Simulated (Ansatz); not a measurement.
C3H7FO2, SMILES `CC(O)(F)CO`. The species carries charge 0 and has multiplicity 1. The geometry is a stationary point of PBE0-D4/def2-TZVP. It is one conformer, not always the lowest.

```xyz
13

C    -1.250    0.592    0.186
C    -0.220   -0.479   -0.070
O     0.215   -1.095    1.091
F    -0.799   -1.438   -0.895
C     1.030    0.011   -0.785
O     1.741    0.942   -0.014
H    -2.093    0.178    0.747
H    -1.628    0.985   -0.758
H    -0.800    1.406    0.755
H    -0.535   -1.238    1.676
H     1.632   -0.873   -1.032
H     0.743    0.504   -1.715
H     1.964    0.507    0.815
```

Question: What is the dipole moment at PBE/def2-TZVPP? (Best estimate.)

Answer: Ansatz gave: 1.86 D, with components (-1.10, 0.26, 1.48) D in this frame, pointing from negative to positive charge.

Question: And with r2SCAN, B3LYP, ωB97M-V? (Best estimate.)

Answer: Computed: r2SCAN 1.90 D, B3LYP 1.91 D, ωB97M-V 1.92 D.

Question: Give the Mulliken charges with PBE, r2SCAN, ωB97M-V in def2-TZVPP. (Estimate.)

Answer: Ansatz gave: 
| atom | PBE | r2SCAN | ωB97M-V |
| --- | --- | --- | --- |
| C1 | -0.26 | -0.17 | -0.29 |
| C2 | 0.25 | 0.35 | 0.25 |
| O3 | -0.28 | -0.35 | -0.30 |
| F4 | -0.19 | -0.23 | -0.22 |
| C5 | 0.01 | 0.13 | 0.00 |
| O6 | -0.32 | -0.37 | -0.33 |
| H7 | 0.07 | 0.04 | 0.10 |
| H8 | 0.08 | 0.05 | 0.11 |
| H9 | 0.10 | 0.07 | 0.12 |
| H10 | 0.19 | 0.21 | 0.18 |
| H11 | 0.09 | 0.05 | 0.12 |
| H12 | 0.07 | 0.03 | 0.09 |
| H13 | 0.19 | 0.20 | 0.18 |

B3LYP here is the variant with VWN-RPA as its local correlation; programs differ in this.
